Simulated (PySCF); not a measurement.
# Static response to an electric field

C3H5FS.
Cartesian coordinates in Å at the PBE0-D3(BJ)/def2-SVP level; atoms count from 1:
```
atom  x, y, z in Å
F1     0.105    1.845   -0.204
C2    -0.399    0.643   -0.553
C3    -1.005   -0.212    0.497
C4     0.324   -0.597   -0.121
S5     1.770   -0.474    0.918
H6    -0.831    0.657   -1.560
H7    -0.963    0.181    1.516
H8    -1.890   -0.808    0.260
H9     0.324   -1.435   -0.826
H10    2.554    0.175    0.029
```

Level: CAM-B3LYP/def2-SVPD (PySCF), static field, nuclei fixed, core orbitals frozen in the response. The polarisability tensor in these axes (au):

```
x   63.92 -1.56  3.39
y   -1.56 51.65 -1.71
z    3.39 -1.71 51.72
```

Task: What are the eigenvalues, a third of the trace, and Δα (Δα² = ½Σ(αi − αj)² over the three pairs)?

Result: Principal values 49.83, 52.38 and 65.08 au; mean 55.77 au = 8.26 Å³ = 9.19 × 10⁻⁴⁰ C²·m²/J; Δα = 14.15 au (25 % of the mean).

Task: What is the dipole moment, and where does it point?

Result: (-1.32, -1.12, -1.43) D, 2.24 D in size, pointing from the negative to the positive side. Measured along this direction, the outermost atoms are H10 at the negative end and H8 at the positive end.

Task: Traceless (Buckingham) quadrupole moment about the centre of nuclear charge: eigenvalues?

Result: -7.85, 2.38, 5.47 D·Å. The values depend on the origin, since the dipole doesn't vanish. The electronic extent ⟨r²⟩ about the same centre is 516 bohr², a root-mean-square distance of 1.74 Å for the 48 electrons.

Task: Form Σ f/ω² (atomic units) for the 10 lowest TDDFT singlets, given as eV and f, and set it beside the mean polarisability, which is this sum over all singlets: 5.72, 0.0015; 6.20, 0.0320; 7.08, 0.0210; 7.45, 0.0175; 7.79, 0.0110; 7.86, 0.0204; 7.91, 0.0404; 8.20, 0.0199; 8.21, 0.0202; 8.39, 0.0116.

Result: They add up to 2.62 au, 4.7 % of the 55.77 au; the largest single term is 0.62 au, from the state at 6.20 eV. Terms in order: 0.04, 0.62, 0.31, 0.23, 0.13, 0.24, 0.48, 0.22, 0.22, 0.12 au. Higher excitations give the rest. The strengths listed sum to 0.196.

Task: Find the Langevin capture rate constant for NH4+ (18.034 u) meeting this molecule (92.010 u), k = 2.342 × 10⁻⁹ cm³/s × √(α in Å³ / reduced mass in u).

Result: The reduced mass is 15.08 u, so k = 1.73 × 10⁻⁹ cm³/s. The formula leaves out the permanent dipole, which adds to the capture rate.

Isolated species at its PBE0-D3(BJ)/def2-SVP geometry (one conformer only).
